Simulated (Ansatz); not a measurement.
Rock-salt ZrC was calculated with r²SCANh in Ansatz (PAW).

Run with plane-wave cutoff 520 eV, 10×10×10 k mesh, Fermi–Dirac smearing 0.05 eV, scalar-relativistic PAW data made under PBE.

Cell (relaxed at this level):

```
CELL_PARAMETERS angstrom
      0.00000     2.35301     2.35301
      2.35301     0.00000     2.35301
      2.35301     2.35301     0.00000
ATOMIC_POSITIONS crystal
  Zr 0.00000 0.00000 0.00000
  C  0.50000 0.50000 0.50000
```

Predict the bulk modulus and pressure derivative B′ of the bulk modulus.


* **bulk modulus**: 235 GPa
* **pressure derivative B′ of the bulk modulus**: 4.0

Measured, for comparison: bulk modulus 223 GPa (temperature not stated, not corrected to a static lattice, from single-crystal elastic constants, our sources range from 208 to 223; as tabulated in arXiv:1102.4063). Computed (rounded) less measured: bulk modulus +5 % (+5 % to +13 % over the range). A static lattice is as a rule a little smaller and stiffer than an uncorrected measurement, which narrows the difference in the bulk modulus and would widen misses of the other sign.

Computing time: around 7 core-minutes (rough).

Ansatz is a quantum-chemistry and plane-wave program.
